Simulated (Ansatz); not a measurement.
All numbers below come from DFT, r2SCAN, plane waves (500 eV) with PAW, scalar-relativistic in Ansatz. (PAW data from PBE, frozen cores regenerated.)

An element in the diamond structure gives this curve. The cell is scaled uniformly from the relaxed one, with fractional coordinates and shape fixed. Energies are extrapolated to zero smearing, pressures are those at the given smearing. Magnetic state: spin not included.

```csv
V (Å³/atom),E − E₀ (meV/atom),P (GPa)
17.762,108.2,16.04
18.570,44.3,9.53
19.377,10.1,4.24
20.184,0.0,-0.06
20.992,9.4,-3.55
21.799,34.7,-6.38
22.606,72.8,-8.65
```

(1) Which element is it?
A. rhenium
B. iridium
C. osmium
D. silicon

## Answers

(1) D. Its fit is V₀ = 20.17 Å³/atom, B₀ = 97 GPa, B₀′ = 4.2.
